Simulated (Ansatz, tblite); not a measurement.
**SiH2MeF (CH₅FSi): removing an electron**

One table from this session's results is given with a row withheld; the runs are named, their logs left out.

The runs use Ansatz 0.2.0, Gaussian basis; as each input shows.

Levels to be run: charge +1 doublet, at the geometry of the singlet (PBE0-D4/def2-TZVP, PBE-D4/def2-TZVP, r2SCAN-D4/def2-TZVP, CCSD(T)/def2-TZVPP); the starting singlet's energies come from earlier runs.

## The geometry

The geometry is that of the singlet, from an earlier relaxation (PBE-D4/def2-TZVP).

8 atoms, charge 0, spin multiplicity 1.

Atoms are counted from 1 here; the program's logs count them from 0.

Bond lengths: Si1–H2 1.495 Å, Si1–H3 1.495 Å, Si1–C4 1.865 Å, Si1–F8 1.623 Å, C4–H5 1.101 Å, C4–H6 1.100 Å, C4–H7 1.099 Å. Angles: H2–Si1–H3 109.7°, H2–Si1–C4 111.5°, H2–Si1–F8 107.3°, H3–Si1–C4 111.6°, H3–Si1–F8 107.3°, C4–Si1–F8 109.3°, Si1–C4–H5 110.1°, Si1–C4–H6 110.9°, Si1–C4–H7 111.1°, H5–C4–H6 108.1°, H5–C4–H7 108.1°, H6–C4–H7 108.4°.

The first run:

The input, in.yaml:

```yaml
crystal:
  periodic: [false, false, false]
  atoms:
    - {symbol: Si, position_ang: [0.430287, -0.694525, 0.310760]}
    - {symbol: H, position_ang: [0.414741, -0.747092, 1.805049]}
    - {symbol: H, position_ang: [1.840981, -0.756075, -0.181192]}
    - {symbol: C, position_ang: [-0.453771, 0.817096, -0.329412]}
    - {symbol: H, position_ang: [0.026729, 1.729147, 0.056659]}
    - {symbol: H, position_ang: [-1.504975, 0.822201, -0.006745]}
    - {symbol: H, position_ang: [-0.427416, 0.854854, -1.427856]}
    - {symbol: F, position_ang: [-0.326577, -2.025595, -0.227274]}
basis:
  gaussian: {orbitals: def2-TZVP}
total_charge: 1
magnetization: {spin_polarized: true, initial_magnetization: 1}
hamiltonian: {xc: pbe0, dispersion: d4}
output: {orbitals: {seedname: orbitals}}
```

Started as:

```console
$ ansatz run in.yaml --threads 4 --pin off --events-out ev --progress --plain --max-ram 3916MiB
```

Steps of the session up to this table: Charge +1 doublet at the fixed geometry, PBE0-D4/def2-TZVP; Charge +1 doublet at the fixed geometry, PBE-D4/def2-TZVP; Charge +1 doublet at the fixed geometry, r2SCAN-D4/def2-TZVP; Charge +1 doublet at the fixed geometry, CCSD(T)/def2-TZVPP.

One of the session's tables, all rows but one given; the rest of the session is left out.

It belongs to the step «Vertical ionisation energy». 

| method | vertical ionisation energy (eV) |
| --- | --- |
| HF/def2-TZVPP | 11.08 |
| PBE-D4/def2-TZVP | 11.25 |
| r2SCAN-D4/def2-TZVP | 11.40 |
| PBE0-D4/def2-TZVP | ? |
| MP2/def2-TZVPP | 11.99 |
| CCSD/def2-TZVPP | 11.86 |
| CCSD(T)/def2-TZVPP | 11.86 |

**Question.** Estimate the row for PBE0-D4/def2-TZVP.

The run gave: vertical ionisation energy (eV): 11.58. In the column «vertical ionisation energy (eV)» it lies between r2SCAN-D4/def2-TZVP (11.40) and CCSD/def2-TZVPP (11.86).
